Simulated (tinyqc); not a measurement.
RHF in the sto-3g basis, for H2O, spin multiplicity 1, step by step. One step of it, computed by the program tinyqc.

Problem. Orthogonalisation. S = U s U^T; symmetric (Loewdin) form X = U s^(-1/2) U^T, so that X^T S X = 1.

overlap S, lower triangle:
```
           1O 1s     1O 2s    1O 2px     1O 2py    1O 2pz     2H 1s     3H 1s
1O 1s   1.000000
1O 2s   0.236704  1.000000
1O 2px  0.000000  0.000000  1.000000
1O 2py  0.000000  0.000000  0.000000   1.000000
1O 2pz  0.000000  0.000000  0.000000   0.000000  1.000000
2H 1s   0.036342  0.372743  0.000000   0.257541  0.209104  1.000000
3H 1s   0.036034  0.370700  0.000000  -0.256533  0.208158  0.178078  1.000000
```

Give: eigenvalues of S; X.

Solution.

eigenvalues of S: 0.4496  0.5367  0.8843  1.0000  1.1034  1.2852  1.7408

X, lower triangle:
```
          1O 1s    1O 2s  1O 2px   1O 2py   1O 2pz    2H 1s   3H 1s
1O 1s    1.0235
1O 2s   -0.1358   1.1459
1O 2px   0.0000   0.0000  1.0000
1O 2py   0.0000   0.0005  0.0000   1.0661
1O 2pz  -0.0072   0.0680  0.0000   0.0003   1.0373
2H 1s    0.0185  -0.2120  0.0000  -0.1663  -0.1166   1.1202
3H 1s    0.0184  -0.2102  0.0000   0.1654  -0.1157  -0.0615  1.1188
```
